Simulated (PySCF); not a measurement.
Mapped SMILES: `[CH3:1][P:2]([CH3:3])([CH3:4])=[O:5]` (H(Xn): hydrogen on atom n).

GIAO PBE0/pcSseg-1 shifts (PySCF 2.14, gas phase, non-relativistic, equivalent atoms averaged), each against references optimised in the same way as the molecule (TMS, H3PO4, H2O).

On the GFN2-xTB geometry: C1/C3/C4 21.2, P2 4.8, O5 114.1, H(C1)/H(C3)/H(C4) 1.24 ppm.

**Question.** What changes on the PBE0-D3(BJ)/def2-SVP geometry?

**Answer.** 
```json
{"atoms": "C1/C3/C4", "δ (ppm)": "19.7", "change": "-1.5"}
{"atoms": "P2", "δ (ppm)": "-0.5", "change": "-5.3"}
{"atoms": "O5", "δ (ppm)": "114.4", "change": "+0.3"}
{"atoms": "H(C1)/H(C3)/H(C4)", "δ (ppm)": "1.15", "change": "-0.09"}
```

Bonds between heavy atoms that differ most (equivalent bonds averaged): P2–O5 1.468 → 1.497 Å, C1–P2 1.833 → 1.819 Å. Mean change of bonds to hydrogen: C–H +0.013 Å.
